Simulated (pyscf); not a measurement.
H₂Al–AsH₂ + AsH₃ -> H₂As–AlH–AsH₂ + hydrogen (H₂) (four-centre exchange; singlet surface; Al–H, As–H broken, Al–As, H–H formed). Optimised with ωB97X-D3(BJ)/def2-SVP in PySCF. Rate constants from transition-state theory, ωB97M-D3(BJ)/def2-TZVP energies (ideal gas, 1 atm, RRHO with modes under 100 cm⁻¹ raised to 100, one conformer, R ln 2 for chiral ones without a mode under 150 cm⁻¹; no tunnelling), k in cm³ molecule⁻¹ s⁻¹.

```json
[
 {"T (K)": "298", "1000/T": "3.354", "log10 k": "-26.38"},
 {"T (K)": "600", "1000/T": "1.667", "log10 k": "-19.71"},
 {"T (K)": "900", "1000/T": "1.111", "log10 k": "?"},
 {"T (K)": "1200", "1000/T": "0.833", "log10 k": "-15.97"}
]
```

**Question.** Fit an Arrhenius line to the three values, give the activation energy, and predict k at 900 K.

**Answer.** Least squares gives log10 k = -12.68 − 4.10 × 1000/T, so Ea = 4.10 × ln 10 × 1.987 = 18.8 kcal/mol, against an electronic barrier of 16.3. At 900 K the line gives -17.24; the computed value is -17.29 (ΔG‡ = 48.0 kcal/mol), close to the line. On the reactant side the descent ends in a complex (not fully relaxed), 6.5 kcal/mol under the separated species and 18.9 kcal/mol under the saddle at ωB97X-D3(BJ)/def2-TZVP. At the saddle there is also a short Al–H contact that neither side keeps. At ωB97X-D3(BJ)/def2-TZVP the barrier from the zero used here is 12.4 kcal/mol. This is the saddle that the search found; another between the same sides may lie lower. Elements up to Kr have no core potential and no relativistic terms here.
